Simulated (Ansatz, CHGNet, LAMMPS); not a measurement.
Volume per atom of rhombohedral A7 Bi: levels of theory against measurement

Reference value: 35.13 Å³/atom (measured, copied from a table, unchecked, extrapolated to 0 K and zero-point effects removed; as tabulated in Lejaeghere et al. (2013), arXiv:1204.2733).

| level (code) | value (Å³/atom) |
|---|---|
| MEAM Bi.meam (LAMMPS) | 35.28 |
| CHGNet-r²SCAN | 38.19 |
| LDA (Ansatz) | ___ |
| PBE (Ansatz) | 36.94 |
| rVV10 (Ansatz) | 37.29 |
| r²SCAN (Ansatz) | 36.81 |
| HSE06 (Ansatz) | ___ |

Question: Fill in the missing entries.

Answer: 
- LDA (Ansatz, an electronic-structure program), value (Å³/atom): 33.49
- HSE06 (Ansatz), value (Å³/atom): 35.95

Errors against the reference: MEAM Bi.meam +0.4 %, CHGNet-r²SCAN +8.7 %, LDA -4.7 %, PBE +5.2 %, rVV10 +6.1 %, r²SCAN +4.8 %, HSE06 +2.3 %.

Once the reference is moved by up to 2.0 % (a margin picked here for doubts on the reference and the settings) and values within 0.3 % count as equal, the nearest can be MEAM Bi.meam (+0.4 %), HSE06 (+2.3 %) or LDA (-4.7 %).

Density-functional levels without +SOC have no spin–orbit coupling. LDA: LDA has no dispersion term either, though it tends to give short spacings of layers, chains or molecules. PBE, r²SCAN, HSE06: the cell comes from a level without a dispersion term, which matters for the spacing of layers, chains or molecules. HSE06: exact exchange on metals is sensitive to the k mesh and can open a false gap. Cutoffs and k meshes differ between the levels. Ansatz's density-functional and Hartree–Fock values are scalar-relativistic unless marked +SOC, with PAW data made under PBE.

Empirical potentials (MEAM Bi.meam) are fitted to chosen data: where that held the value shown, agreement is built in, and what lay outside the fit can be far off. Machine-learned potentials (CHGNet-r²SCAN) are trained on DFT data: a solid inside that data is no test of them.

Differences are worked out from the printed values.
